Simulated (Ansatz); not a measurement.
Born–Oppenheimer molecular dynamics of FH5Si2 (8 atoms, charge 0, multiplicity 1). It starts from a relaxed structure.

All numbers below come from RKS r2SCAN/6-31G* (Ansatz).

```json
{"ensemble": "NVE (velocity Verlet)", "time step": "0.5 fs", "steps asked": "300", "starting velocities drawn for": "400 K", "masses": "H 10 u", "seed": "9711"}
```

First frame:

```xyz
8
Properties=species:S:1:pos:R:3
Si 0.005 -0.005 -0.057
Si 0.020 0.005 2.280
H -1.381 -0.212 2.747
H 0.872 -1.087 2.828
H 0.501 1.306 2.822
F 1.498 0.201 -0.650
H -0.862 1.094 -0.570
H -0.529 -1.302 -0.561
```

Problem. How far do the bonds stretch over the last three quarters of this one trajectory? (Pairs bonded in most of those frames.)

Solution. 
```
   bond  mean (Å)  spread (Å)  shortest  longest
Si1–Si2     2.350       0.027      2.30     2.39
 Si1–F6     1.623       0.036      1.57     1.68
 Si1–H7     1.490       0.030      1.43     1.55
 Si1–H8     1.490       0.025      1.45     1.53
 Si2–H3     1.493       0.030      1.44     1.54
 Si2–H4     1.495       0.022      1.46     1.53
 Si2–H5     1.494       0.013      1.47     1.52
```

Mean temperature of the second half: 194 K. The conserved energy stayed within 0.021 meV per atom of its start (net change 0.0095 meV per atom), so the integration is sound. Over the second half the temperature averaged 0.48 of the 400 K drawn at the start: a run that starts near a minimum puts about half its kinetic energy into the potential. A run of 0.15 ps of so small a system gives no equilibrium averages.

Run time: 17 min on 1 thread of Arm Neoverse V1, with other jobs on the host, peak memory 0.12 GiB.
